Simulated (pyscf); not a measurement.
Single points on ωB97X-D3(BJ)/def2-SVP structures (PySCF, gas phase). Correlated levels are frozen-core, on RHF or UHF. ΔMP2 is the change of the MP2 total energy from the triple- to the quadruple-zeta basis.

Question: For the elementary gas-phase step •H₂Si–Cl + H₂O → HO–SiH₂• + HCl (doublet surface; Cl–Si, H–O broken, O–Si, Cl–H formed), what barrier and reaction energy does CCSD(T)/def2-TZVPP + ΔMP2(QZVPP) give, measured from the separated reactants?

Answer: ΔE‡ = 0.72 eV, ΔE = +0.13 eV. Zero-point energy shifts the barrier by -0.01 eV. It is a four-centre exchange, with an imaginary mode of 528i cm⁻¹. On the product side the descent ends in a complex, 0.21 eV under the separated species and 0.64 eV under the saddle at ωB97X-D3(BJ)/def2-TZVP. At ωB97X-D3(BJ) the barrier from the zero used here is 0.62 eV. One saddle was located; it need not be the lowest between these sides. The CCSD(T) − MP2 part came from Ansatz, without density fitting, on the same reference.
